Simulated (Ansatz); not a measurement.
A made-up structure of CHB2 (charge +1), closed shell:

```csv
atom,x (Å),y (Å),z (Å)
B1,-0.3849,-0.6459,1.0650
B2,1.1566,-0.2066,0.5649
C3,-0.1503,0.1660,-0.3175
H4,-0.6214,0.6864,-1.3124
```

It is relaxed with PBE-D4/def2-SVP and then PBE0-D4/def2-TZVP (Ansatz 0.2.0). Atoms count as bonded within 1.22 times the sum of their covalent radii (H–H: 0.88 Å). The end point is not checked to be a true minimum.

(1) Does its bonding change? (A judgement: the text doesn't fix the answer.)

Answers

(1) Computed: No: no bond forms or breaks.

Where it ends: The first stage lowers the energy by 0.87 eV in 5 steps. It ends as CHB₂ ([B]1[B][CH]1), total charge +1:
B1  (-0.344, -0.577, 0.951)
B2  (1.033, -0.184, 0.504)
C3  (-0.134, 0.148, -0.283)
H4  (-0.555, 0.613, -1.172)
(Å)

Labels in which every atom is bracketed show which atoms are joined, not bond orders.

For scale, one of the runs: PBE0-D4/def2-TZVP relaxation, 99 basis functions, launched by `ansatz run in.yaml --threads 2 --pin off --events-out ev --progress --plain --max-ram 4352MiB`. The run took about 4 s on 2 CPU threads of an Arm Neoverse V1 (shared host).
